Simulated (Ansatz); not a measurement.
# C₂HSi− (SMILES C1#[Si][CH-]1): one structure at several levels

An exercise on one series of results from a longer session: the logs are not shown, and one member is left open.

The runs use Ansatz 0.2.0, Gaussian basis; single points in def2-TZVPPD.

Cores are frozen in the correlated methods.

2 further runs of the same task are left out: 2 that didn't finish.

### Starting geometry

SMILES `C1#[Si][CH-]1`, 4 atoms, charge -1, spin multiplicity 1.

Atoms are counted from 1 here; the program's logs count them from 0.

Bond lengths: C1–Si2 1.945 Å, C1–C3 1.365 Å, Si2–C3 1.834 Å, C3–H4 1.102 Å. Angles: Si2–C1–C3 64.6°, C1–Si2–C3 42.2°, C1–C3–Si2 73.2°, C1–C3–H4 133.0°, Si2–C3–H4 151.7°.

As a file:

```xyz
4
C2HSi
C    -0.15629   -0.93841    0.60929
Si    1.37184    0.26438    0.59283
C    -0.26434    0.13586   -0.22666
H    -0.96603    0.39040   -1.03773
```

The first run:

run/in.yaml reads:

```yaml
crystal:
  periodic: [false, false, false]
  atoms:
    - {symbol: C, position_ang: [-0.156292, -0.938409, 0.609287]}
    - {symbol: Si, position_ang: [1.371844, 0.264376, 0.592833]}
    - {symbol: C, position_ang: [-0.264337, 0.135860, -0.226656]}
    - {symbol: H, position_ang: [-0.966028, 0.390404, -1.037730]}
basis:
  gaussian: {orbitals: "def2-TZVPPD.json"}
total_charge: -1
hamiltonian: {xc: pbe, dispersion: d4}
output: {forces: true}
```

The basis file named in the input lies beside it (Basis Set Exchange, JSON).

On the command line:

```sh
> ansatz run in.yaml --threads 2 --pin off --events-out ev --progress --plain --max-ram 3481MiB
```

Steps of the session up to this table: PBE-D4/def2-TZVPPD; r2SCAN-D4/def2-TZVPPD; PBE0-D4/def2-TZVPPD; wB97M-V/def2-TZVPPD; CCSD(T)/def2-TZVPPD.

One table of the session follows, with a row left open; its other results are not shown here.

```
   method  RMS force component (eV/Å)  angle to CCSD(T) forces (°)
   PBE-D4                       0.265                         33.8
r2SCAN-D4                       0.393                         46.0
  PBE0-D4                       0.462                         51.9
  wB97M-V                           ?                            ?
  CCSD(T)                       0.294                    reference
```

Estimate the missing values for wB97M-V.

As computed: RMS force component (eV/Å): 0.517; angle to CCSD(T) forces (°): 55.0. In the column «RMS force component (eV/Å)» it is the highest.

Limits of these values: The anion's highest level is positive in at least one run, so there the basis alone may hold the extra electron.
